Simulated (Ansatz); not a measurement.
Energy needed to pull apart SiNH4 (SMILES N[SiH2]), doublet, into free ground-state atoms, from the structure below (displaced at random from a GFN2-xTB minimum); no zero-point or spin–orbit terms; open-shell atoms are treated unrestricted, in their ground-state multiplicity.

N1  (-0.076, -0.851, 0.006)
Si2  (0.261, 0.826, 0.126)
H3  (0.515, -1.434, -0.386)
H4  (-0.516, -1.450, 0.742)
H5  (0.677, 1.331, -1.192)
H6  (-0.927, 1.502, 0.683)
(Å)

Program: Ansatz 0.2.0. Basis: def2-TZVPP. Cores are frozen in the correlated methods; orbitals are unrestricted.

```json
{"method": "PBE-D4", "atomization energy (eV)": "18.14"}
{"method": "revPBE-D4", "atomization energy (eV)": "17.78"}
{"method": "r2SCAN-D4", "atomization energy (eV)": "18.01"}
{"method": "PBE0-D4", "atomization energy (eV)": "?"}
{"method": "HSE06-D4", "atomization energy (eV)": "17.88"}
{"method": "wB97M-V", "atomization energy (eV)": "18.05"}
{"method": "HF", "atomization energy (eV)": "12.65"}
{"method": "MP2", "atomization energy (eV)": "?"}
{"method": "CCSD", "atomization energy (eV)": "17.21"}
{"method": "CCSD(T)", "atomization energy (eV)": "17.41"}
```

Q: What does PBE0-D4 give? (Judge from chemistry; the value comes from the calculation.)

A: By the calculation: 17.87 eV, which is about 0.46 eV more than CCSD(T)/def2-TZVPP.

Q: What does MP2 give? (To be estimated.)

A: The calculation gives: 17.40 eV, which is about 0.01 eV less than CCSD(T)/def2-TZVPP.

In triple zeta the MP2 and coupled-cluster atomization energies are still short of their basis limit by a few kcal/mol a bond, whereas those of the functionals are nearly converged, so these differences are not deviations from converged CCSD(T).

No T1 diagnostic of these runs exceeds 0.015. ⟨S²⟩ of the unrestricted Hartree–Fock references: 0.76 (a pure state has 0.75).

For scale, one of the runs: CCSD(T)/def2-TZVPP forces, 129 basis functions (an equivalent command: `ansatz run in.yaml --threads 4`). Time: 41 s of wall clock on 4 CPU threads; the host was shared. Peak host memory: 2.3 GiB.
